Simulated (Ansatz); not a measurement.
Basis-set extrapolation for `O=C=C=C=O` (PBE0-D4/def2-TZVP geometry, frozen core, Ansatz). Multiplicity 1, RHF reference.

```json
{"": "HF", "def2-TZVPP": "-263.386613", "def2-QZVPP": "-263.397302"}
{"": "MP2 correlation", "def2-TZVPP": "-0.895906", "def2-QZVPP": "-0.960072"}
{"": "CCSD(T) correlation", "def2-TZVPP": "-0.929326", "def2-QZVPP": "not run"}
```

Energies in hartree. Use E(X) = E(∞) + A·exp(−7.88·√X) for Hartree–Fock and E(X) = E(∞) + B·X^(−2.97) for correlation, with X = 3 and 4, and add CCSD(T) minus MP2 of the smaller set to the MP2 limit.

Problem. What is the CCSD(T) energy at the basis-set limit?

Solution. HF limit: -263.397302 + (-0.010689) × 0.13774 = -263.39877. MP2 limit: -0.960072 + (-0.064166) × 0.74074 = -1.00760. Higher-order term: -0.929326 − (-0.895906) = -0.03342. Total: -264.43979 hartree, 325.2 kJ/mol below CCSD(T)/def2-TZVPP.
